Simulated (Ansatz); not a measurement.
The cluster Li2F. Total charge 0; doublet. Geometry B3LYP-D4/def2-TZVP, basis def2-TZVP, Ansatz.

```
atom   x (Å)   y (Å)   z (Å)
 Li1   1.259  -0.647   0.055
 Li2  -1.092   0.724   0.539
  F3  -0.167  -0.077  -0.593
```

| run | HOMO (eV) | LUMO (eV) |
| --- | --- | --- |
| A | -3.09 | -1.60 |
| B | -2.60 | -1.86 |
| C | -2.76 | -1.83 |
| D | -3.52 | -0.94 |
| E | -2.76 | -1.96 |
| F | -3.22 | -1.49 |

B3LYP takes the VWN-RPA correlation. The structure comes from a short search, and lower isomers may exist.

HOMO and LUMO are taken over both spins.

Task: The runs used B3LYP, BHLYP, BLYP, PBE, PBE0, r2SCAN. Estimate which is which.

Result: A B3LYP (20 % exact exchange); B BLYP (0 % exact exchange); C r2SCAN (0 % exact exchange); D BHLYP (50 % exact exchange); E PBE (0 % exact exchange); F PBE0 (25 % exact exchange). Exact exchange lowers occupied and raises empty levels; among semilocal functionals meta-GGAs tend to open the gap a little, and such runs are hard to tell apart. The gap grows from 0.75 eV (BLYP) to 2.58 eV (BHLYP).
